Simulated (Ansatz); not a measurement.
System: hcp Zr. Method: LDA in Ansatz (plane waves, PAW).

Settings: plane-wave cutoff 520 eV, 18×18×12 k mesh (along the axes of the cell as run), Fermi–Dirac smearing 0.05 eV, scalar-relativistic PAW data made under PBE.

Energies at three volumes about the minimum:

```json
[
 {"V (Å³/atom)": "21.350", "E − E_lowest (meV/atom)": "2.85"},
 {"V (Å³/atom)": "21.785", "E − E_lowest (meV/atom)": "0.00"},
 {"V (Å³/atom)": "22.221", "E − E_lowest (meV/atom)": "2.71"}
]
```

Fit a parabola by hand: where is the minimum, and what is the bulk modulus?

Slopes: (0.00 − 2.85)/(21.785 − 21.350) = -6.552 and (2.71 − 0.00)/(22.221 − 21.785) = 6.216 meV/Å³. Curvature E″ = 2 × (6.216 − (-6.552))/(22.221 − 21.350) = 29.318 meV/Å⁶. From the middle of the first interval, the slope vanishes at V0 = 21.5675 − (-6.552)/29.318 = 21.791 Å³/atom. B = V0 E″ = 21.791 × 29.318 meV/Å³ × 0.1602 GPa per meV/Å³ = 102 GPa. The full Birch–Murnaghan fit to all volumes gives V0 = 21.785 Å³/atom and B0 = 102 GPa.

Shape and atoms are relaxed at each volume.

Measured, for comparison: bulk modulus 95.9 GPa (zero-point energy and finite temperature contributions removed, sources range from 84.3 to 95.9; as tabulated in doi:10.1021/acs.jctc.3c00612); equilibrium volume per atom 23.18 Å³/atom (copied from a table, unchecked, extrapolated to 0 K and zero-point effects removed; as tabulated in Lejaeghere et al. (2013), arXiv:1204.2733). Computed less measured: bulk modulus +6 % (+6 % to +21 % over the range), equilibrium volume per atom not scored (unchecked).

Ansatz is a first-principles code.
